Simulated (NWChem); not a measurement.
System: carbon tetrachloride (CCl4); SMILES ClC(Cl)(Cl)Cl

Here is an NWChem input.

```
start job
memory heap 200 mb stack 900 mb global 1100 mb
geometry units angstroms noautosym nocenter noautoz
  Cl     1.375923    -1.140267    -0.069627
  C     -0.000033     0.000047     0.000003
  Cl     0.616392     1.678535     0.001892
  Cl    -1.051770    -0.247015    -1.425003
  Cl    -0.940542    -0.291385     1.492664
end
basis spherical
  * library def2-svp
end
dft
  xc b3lyp
  iterations 150
  mulliken
end
task dft energy
esp
  recalculate
  probe 0.07
  range 0.3
  factor 1.0
  spacing 0.02
end
task esp
```

Parts of the log:

```
             Northwest Computational Chemistry Package (NWChem) 7.3.0
             --------------------------------------------------------

                             Geometry "geometry" -> ""
                             -------------------------

 Output coordinates in angstroms (scale by  1.889725989 to convert to a.u.)

  No.       Tag          Charge          X              Y              Z
 ---- ---------------- ---------- -------------- -------------- --------------
    1 Cl                  17.0000     1.37592300    -1.14026700    -0.06962700
    2 C                    6.0000    -0.00003300     0.00004700     0.00000300
    3 Cl                  17.0000     0.61639200     1.67853500     0.00189200
    4 Cl                  17.0000    -1.05177000    -0.24701500    -1.42500300
    5 Cl                  17.0000    -0.94054200    -0.29138500     1.49266400

 Effective nuclear repulsion energy (a.u.)     434.9623157030

                                 NWChem DFT Module
                                 -----------------

 Summary of "ao basis" -> "ao basis" (spherical)
 ------------------------------------------------------------------------------
       Tag                 Description            Shells   Functions and Types
 ---------------- ------------------------------  ------  ---------------------
 Cl                         def2-svp                 8       18   4s3p1d
 C                          def2-svp                 6       14   3s2p1d

            General Information
            -------------------
          SCF calculation type: DFT
          Wavefunction type:  closed shell.
          No. of atoms     :     5
          No. of electrons :    74
           Alpha electrons :    37
            Beta electrons :    37
          Charge           :     0
          Spin multiplicity:     1
          Use of symmetry is: off; symmetry adaption is: off
          Maximum number of iterations: 150
          AO basis - number of functions:    86
                     number of shells:    38
          Convergence on energy requested:  1.00D-06
          Convergence on density requested:  1.00D-05
          Convergence on gradient requested:  5.00D-04

              XC Information
              --------------
                         B3LYP Method XC Potential
                     Hartree-Fock (Exact) Exchange  0.200
                        Slater Exchange Functional  0.800 local
                    Becke 1988 Exchange Functional  0.720 non-local
              Lee-Yang-Parr Correlation Functional  0.810
                  VWN I RPA Correlation Functional  0.190 local

             Grid Information
             ----------------
          Grid used for XC integration:  medium
          Radial quadrature: Mura-Knowles
          Angular quadrature: Lebedev.
          Tag              B.-S. Rad. Rad. Pts. Rad. Cut. Ang. Pts.
          ---              ---------- --------- --------- ---------
          Cl                  1.00       88           8.0       590
          C                   0.70       49           7.0       434
          Grid pruning is: on
          Number of quadrature shells:   401
          Spatial weights used:  Erf1

      Superposition of Atomic Density Guess
      -------------------------------------

 Sum of atomic energies:       -1874.91888732

      Non-variational initial energy
      ------------------------------

 Total energy =   -1875.985232
 1-e energy   =   -3459.057826
 2-e energy   =    1148.110278
 HOMO         =      -0.376722
 LUMO         =       0.025977

     ---------------------------------------------
      Total Density - Mulliken Population Analysis
     ---------------------------------------------

    Atom       Charge   Shell Charges
 -----------   ------   -------------------------------------------------------
    1 Cl  17    17.26   2.00  1.99  1.23  0.71  5.94  2.14  3.23  0.02
    2 C    6     4.95   1.99  0.84  0.24  1.11  0.71  0.07
    3 Cl  17    17.26   2.00  1.99  1.23  0.71  5.94  2.14  3.23  0.02
    4 Cl  17    17.26   2.00  1.99  1.23  0.71  5.94  2.14  3.23  0.02
    5 Cl  17    17.26   2.00  1.99  1.23  0.71  5.94  2.14  3.23  0.02

   convergence    iter        energy       DeltaE   RMS-Dens  Diis-err
 ---------------- ----- ----------------- --------- --------- ---------
 d= 0,ls=0.0,diis     1  -1878.0600221700 -2.31D+03  2.98D-02  2.03D+00
 d= 0,ls=0.0,diis     2  -1877.1685391668  8.91D-01  2.11D-02  1.02D+01
 d= 0,ls=0.0,diis     3  -1878.3127015230 -1.14D+00  1.55D-03  5.70D-03
 d= 0,ls=0.0,diis     4  -1878.3132928095 -5.91D-04  4.47D-04  1.68D-03
 d= 0,ls=0.0,diis     5  -1878.3134708130 -1.78D-04  4.62D-05  2.20D-05
  Resetting Diis
 d= 0,ls=0.0,diis     6  -1878.3134735038 -2.69D-06  9.88D-06  9.60D-07
 d= 0,ls=0.0,diis     7  -1878.3134736264 -1.23D-07  1.16D-06  3.61D-09

         Total DFT energy =    -1878.313473626384
      One electron energy =    -3458.973803762325
           Coulomb energy =     1264.153595193939
    Exchange-Corr. energy =     -118.455580760978
 Nuclear repulsion energy =      434.962315702980

 Numeric. integr. density =       73.999999249212

                       DFT Final Molecular Orbital Analysis
                       ------------------------------------

 Vector   35  Occ=2.000000D+00  E=-3.145974D-01
              MO Center= -2.6D-01,  3.4D-01,  2.5D-01, r^2= 4.1D+00
   Bfn.  Coefficient  Atom+Function         Bfn.  Coefficient  Atom+Function
  ----- ------------  ---------------      ----- ------------  ---------------
    45      0.365019  3 Cl pz                80     -0.339438  5 Cl py
    42      0.280949  3 Cl pz                77     -0.261257  5 Cl py
    61      0.207111  4 Cl px                63     -0.178227  4 Cl pz
    81     -0.171335  5 Cl pz                79     -0.166654  5 Cl px
    39      0.160279  3 Cl pz                58      0.159405  4 Cl px

 Vector   36  Occ=2.000000D+00  E=-3.145929D-01
              MO Center=  3.0D-01,  1.2D-01, -4.9D-01, r^2= 4.0D+00
   Bfn.  Coefficient  Atom+Function         Bfn.  Coefficient  Atom+Function
  ----- ------------  ---------------      ----- ------------  ---------------
    62      0.382197  4 Cl py                43      0.324905  3 Cl px
    59      0.294164  4 Cl py                12     -0.257640  1 Cl py
    40      0.250075  3 Cl px                11     -0.222707  1 Cl px
     9     -0.198295  1 Cl py                45      0.193002  3 Cl pz
    13     -0.181621  1 Cl pz                 8     -0.171403  1 Cl px

 Vector   37  Occ=2.000000D+00  E=-3.145886D-01
              MO Center= -4.1D-02, -4.6D-01,  2.4D-01, r^2= 4.1D+00
   Bfn.  Coefficient  Atom+Function         Bfn.  Coefficient  Atom+Function
  ----- ------------  ---------------      ----- ------------  ---------------
    13      0.373059  1 Cl pz                79     -0.311177  5 Cl px
    10      0.287128  1 Cl pz                61      0.249498  4 Cl px
    76     -0.239509  5 Cl px                80      0.229584  5 Cl py
    58      0.192031  4 Cl px                63     -0.176722  4 Cl pz
    77      0.176708  5 Cl py                 7      0.163807  1 Cl pz

 Vector   38  Occ=0.000000D+00  E=-4.524829D-02
              MO Center=  5.8D-04, -1.0D-03, -3.8D-04, r^2= 3.7D+00
   Bfn.  Coefficient  Atom+Function         Bfn.  Coefficient  Atom+Function
  ----- ------------  ---------------      ----- ------------  ---------------
    21      1.137478  2 C  s                 20      0.701770  2 C  s
    44      0.476027  3 Cl py                81      0.423376  5 Cl pz
    63     -0.404309  4 Cl pz                11      0.390829  1 Cl px
     4     -0.353454  1 Cl s                 36     -0.352918  3 Cl s
    54     -0.353155  4 Cl s                 72     -0.353004  5 Cl s

 Vector   39  Occ=0.000000D+00  E= 3.508653D-04
              MO Center=  2.8D-01, -2.9D-01, -2.4D-02, r^2= 2.9D+00
   Bfn.  Coefficient  Atom+Function         Bfn.  Coefficient  Atom+Function
  ----- ------------  ---------------      ----- ------------  ---------------
    25      0.795706  2 C  px                 4     -0.580074  1 Cl s
    11      0.560568  1 Cl px                22      0.521528  2 C  px
    26     -0.512426  2 C  py                12     -0.502550  1 Cl py
    23     -0.335863  2 C  py                63      0.327520  4 Cl pz
    81     -0.306672  5 Cl pz                43     -0.281449  3 Cl px

[...]

                     NWChem Electrostatic Potential Fit Module
                     -----------------------------------------

 Atom parameters

 Number of atoms is                                    5
 Number of basis functions is                         86

 Grid parameters

 Maximum number of grid points is                  27270
 Number of grid points is                          27269
 Grid range                                     0.300000 nm
 Grid spacing                                   0.020000 nm
 Probe radius                                   0.070000 nm
 Atom radius factor                             1.000000

 Atomic radii

    6    0.147000
   17    0.169000
 FASTESP  F
  using M.O. file = ./job.movecs

    Atom              Coordinates                           Charge

                                                  ESP

    1 Cl    0.137592   -0.114027   -0.006963   -0.026236
    2 C    -0.000003    0.000005    0.000000    0.104847
    3 Cl    0.061639    0.167854    0.000189   -0.026176
    4 Cl   -0.105177   -0.024702   -0.142500   -0.026797
    5 Cl   -0.094054   -0.029139    0.149266   -0.025639
                                            ------------
                                               -0.000000

 Dipole moment                                  0.003206

 Quadrupole moment Qxx                         -0.002009
                   Qyy                          0.000826
                   Qzz                          0.001182

 RMS deviation kJ/mol                           0.107985

 RRMS %                                        98.611511
```

Level: B3LYP/def2-SVP. The geometry was optimised at PBE-D3(BJ)/def2-SVP.
